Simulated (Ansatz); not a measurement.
**BSiNH (quartet): wave-function methods side by side at a displaced geometry (v1), cc-pVDZ**

Aim: climb from Hartree-Fock through coupled cluster for BSiNH (quartet) at one geometry and basis, and see what each rung misses.

Computed with Ansatz 0.2.0, Gaussian basis. Level: cc-pVDZ, core rule «outside noble gas», up to 7 orbitals frozen.

The runs, in order: UHF; CCSD(T) on ROHF; CCSD(T) on UHF; BCCD(T) on ROHF; CISD; CCSDT(Q) on ROHF; CCSDT(Q) on UHF.

20 further runs of the same task are left out: 9 that didn't finish, 11 set aside as unsound or not needed.

## Step 1: The geometry

The geometry is a PBE0/def2-TZVP stationary point (not a proven minimum) with its atoms shifted at random (size 0.040 Å).

4 atoms, charge 0, spin multiplicity 4.

Atoms are counted from 1 here; the program's logs count them from 0.

Bond lengths: N1–B2 1.317 Å, N1–Si3 1.846 Å, B2–Si3 2.097 Å, B2–H4 1.170 Å. Angles: B2–N1–Si3 81.2°, N1–B2–Si3 60.4°, N1–B2–H4 153.5°, Si3–B2–H4 146.0°, N1–Si3–B2 38.4°.

## Step 2: UHF

File in.yaml:

```yaml
crystal:
  periodic: [false, false, false]
  atoms:
    - {symbol: N, position_ang: [-0.023346, -0.778684, 0.696127]}
    - {symbol: B, position_ang: [-0.024179, 0.438941, 1.197361]}
    - {symbol: Si, position_ang: [0.023785, 0.175987, -0.882602]}
    - {symbol: H, position_ang: [-0.078992, 1.209100, 2.076727]}
basis:
  gaussian: {orbitals: cc-pVDZ}
magnetization: {spin_polarized: true, initial_magnetization: 3}
hamiltonian: {xc: hf}
output: {orbitals: {seedname: orbitals}}
```

Run with:

```sh
ansatz run in.yaml --threads 1 --pin off --events-out ev --progress --plain --max-ram 2393MiB
```

Further steps of the session: CCSD(T) on ROHF; CCSD(T) on UHF; BCCD(T) on ROHF; CISD; CCSDT(Q) on ROHF; CCSDT(Q) on UHF.

**Question.** What will the summary of the whole plan be? Wanted: UCCSDT(Q) below the RHF energy; RMP2 from UCCSDT(Q); UMP2 from UCCSDT(Q); RCCSD from UCCSDT(Q); RCCSD(T) from UCCSDT(Q); UCCSD(T) from UCCSDT(Q); RCCSDT(Q) from UCCSDT(Q); T1 diagnostic.

As calculated:

| quantity | value |
| --- | --- |
| UCCSDT(Q) below the RHF energy | -9.0658 eV |
| RMP2 from UCCSDT(Q) | +1002.6 meV |
| UMP2 from UCCSDT(Q) | +1152.8 meV |
| RCCSD from UCCSDT(Q) | +484.2 meV |
| RCCSD(T) from UCCSDT(Q) | +70.7 meV |
| UCCSD(T) from UCCSDT(Q) | +74.3 meV |
| RCCSDT(Q) from UCCSDT(Q) | +4.9 meV |
| levels within 1 kcal/mol (43 meV) | UCCSDT, RCCSDT(Q) |
| T1 diagnostic | 0.032 |

What this shows: RCCSD(T) misses by +70.7 meV, 0.8 % of the correlation energy. These misses are within one basis, not against nature; the frozen cores of restricted and unrestricted runs differ, which can shift their rows.
